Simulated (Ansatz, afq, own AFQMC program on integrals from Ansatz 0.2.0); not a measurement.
Two steps: Ansatz 0.2.0 writes the Fock matrix and Cholesky factors of the valence space, and afq projects on them the lowest state that overlaps trial and start.

```yaml
crystal:
  periodic: [false, false, false]
  atoms:
    - {symbol: C, position_ang: [0.000000, -0.004091, 0.710222]}
    - {symbol: C, position_ang: [0.000000, 0.000999, -0.768865]}
    - {symbol: H, position_ang: [0.000000, -1.016651, 1.116544]}
    - {symbol: H, position_ang: [0.875198, 0.517639, 1.119672]}
    - {symbol: H, position_ang: [-0.875198, 0.517639, 1.119672]}
    - {symbol: H, position_ang: [0.000000, -0.917039, -1.340737]}
    - {symbol: H, position_ang: [0.000000, 0.935259, -1.316351]}
basis:
  gaussian: {orbitals: 6-31G}
magnetization: {spin_polarized: true, initial_magnetization: 1}
correlation: {method: ccsd_t, electrons: outside_noble_gas, hamiltonian_folder: ham}
```

```sh
$ ansatz run in.yaml --threads 1 --pin off --events-out ev --progress --plain --max-ram 1382MiB
```

afq runs on the folder ham with

```
--method phaseless --trial cisd --walkers 60 --populations 1 --least-time 40 --time-step 0.005 --steps-per-block 50 --equilibration-blocks 28 --max-blocks 300 --target-error 0.00043 --factor-cut 1e-05 --start spin_pure --seed 7792 --release-times 0.24,0.51,0.99,1.62,2.4 --release-step 0.03 --release-every 4 --taylor-order 6
```

Times are imaginary, in 1/Eh. The walk had a cap of 542 s.

Log:

```
orbitals 26  electrons 7 6  factors 193 of 414
reference energy -78.56812519 Eh
CCSD correlation -0.19449920 Eh in 10 cycles, weight of the determinant in the CISD state 0.9140
energy of the start -78.762323 Eh
 block  time / (1/Eh)  mean weight  energy / Eh
     1     0.250  0.9976  -78.759512
     2     0.500  0.9999  -78.760777
     3     0.750  0.9992  -78.763169
     4     1.000  1.0012  -78.765715
     5     1.250  1.0016  -78.764575
     8     2.000  1.0015  -78.765363
    13     3.250  1.0000  -78.765615
    25     6.250  1.0010  -78.766239
    37     9.250  0.9986  -78.762132
    49    12.250  0.9990  -78.766411
    61    15.250  0.9990  -78.763719
    73    18.250  1.0000  -78.769035
    77    19.250  1.0009  -78.771515
    85    21.250  0.9994  -78.765623
    97    24.250  1.0008  -78.767735
   109    27.250  1.0012  -78.768254
   121    30.250  1.0013  -78.764991
   133    33.250  1.0018  -78.763302
   145    36.250  1.0000  -78.766393
   157    39.250  1.0000  -78.767052
   169    42.250  0.9998  -78.762718
   181    45.250  0.9997  -78.767699
   185    46.250  0.9992  -78.766863
blocks merged  error / Eh  count
     1  0.000220  160
     2  0.000271  80
     4  0.000314  40
     8  0.000323  20
    16  0.000219  10
released: time / (1/Eh)  energy / Eh  error  mean overlap
  0.24  -78.766615  0.000377  0.9979
  0.51  -78.766416  0.000339  1.0020
  0.99  -78.766697  0.000316  1.0056
  1.62  -78.766870  0.000377  1.0054
  2.40  -78.766463  0.000469  1.0163
energy -78.765943 +/- 0.000323 Eh
(rows thinned)
```

The run passed its tests (sampling time, drift between the halves within three errors, error under three times the target), which doesn't prove that it has relaxed.

Against this walk (error 8.8 meV) on the same determinant: CCSD(T) 0.8 meV lower (within the noise), CCSDT(Q) 18.3 meV lower. The error is statistical and leaves out the bias of the constraint. Released to 2.40 1/Eh the energy moves by -14 ± 15 meV (both errors), within twice the noise.

Cautions: constraint bias not in the error.

The walk took 2.4 min on 1 thread of Arm Neoverse V1, on a shared host. The log's last line is the phaseless energy.

CCSDT and higher add their correlation energy to the determinant of the CCSD(T) run, since their own runs factorise the integrals more tightly (a shift of under 2 meV). A walk keeps the symmetry of its determinant, which the program's search chose and which needn't be the lowest solution, so a lower state of the same spin and another symmetry isn't excluded.
